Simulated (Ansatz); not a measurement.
Relaxation of BH$_{7}$NP (10 atoms, charge 0, multiplicity 1), to a largest force component of 0.03 eV/Å in at most 50 steps.

Computed with RKS B3LYP-D4/def2-SVP in Ansatz 0.2.0.

```xyz
10
Properties=species:S:1:pos:R:3
B 0.691 0.380 -0.010
H -0.850 0.120 1.821
N 1.287 0.194 -1.258
H 1.469 -0.729 -1.639
H 1.583 0.948 -1.875
H 0.418 -0.619 0.614
P 0.192 2.130 0.598
H 0.828 2.072 1.874
H 1.248 2.857 -0.044
H -1.241 0.601 2.186
```

Question: Where does it end, and by what steps?

Answer: The forces met the threshold. The force dipped under the threshold on the way, but the program's further checks kept it going. After 28 steps the energy has fallen by 0.263 eV; H2 moved furthest, 1.66 Å.

| step | energy less start (eV) | largest force component (eV/Å) | accepted |
| --- | --- | --- | --- |
| 0 | 0.0000 | 1.163 | yes |
| 1 | -0.1560 | 0.183 | yes |
| 2 | -0.2121 | 0.169 | yes |
| 3 | -0.2389 | 0.095 | yes |
| 4 | -0.2433 | 0.139 | yes |
| 5 | -0.2455 | 0.045 | yes |
| 6 | -0.2463 | 0.044 | yes |
| 7 | -0.2469 | 0.048 | yes |
| 8 | -0.2472 | 0.081 | yes |
| 9 | -0.2475 | 0.087 | yes |
| 10 | -0.2478 | 0.200 | yes |
| 11 | -0.2507 | 0.017 | yes |
| 12 | -0.2512 | 0.247 | yes |
| 13 | -0.2516 | 0.083 | yes |
| 14 | -0.1575 | 1.019 | no |
| 15 | -0.2562 | 0.062 | yes |
| 16 | -0.2555 | 0.152 | no |
| 17 | -0.2566 | 0.028 | yes |
| 18 | -0.2574 | 0.068 | yes |
| 19 | -0.2581 | 0.125 | yes |
| 20 | -0.2590 | 0.075 | yes |
| 21 | -0.2592 | 0.120 | yes |
| 22 | -0.2596 | 0.123 | yes |
| 23 | -0.2593 | 0.145 | no |
| 24 | -0.2614 | 0.028 | yes |
| 25 | -0.2617 | 0.030 | yes |
| 26 | -0.2621 | 0.078 | yes |
| 27 | -0.2624 | 0.056 | yes |
| 28 | -0.2629 | 0.026 | yes |

```xyz
10
Properties=species:S:1:pos:R:3
B 1.083 0.345 -0.172
H -2.101 0.115 2.908
N 1.412 0.253 -1.522
H 1.685 -0.621 -1.957
H 1.405 1.038 -2.166
H 1.131 -0.654 0.508
P 0.397 1.961 0.640
H 1.291 1.985 1.752
H 1.109 2.933 -0.131
H -1.786 0.600 2.410
```

Whether the end is a true minimum wasn't checked by a vibrational analysis.

Time of the run: 65 s on 1 thread of Intel(R) Xeon(R) Platinum 8375C CPU @ 2.90GHz (Ice Lake) (shared host), peak memory 0.17 GiB.
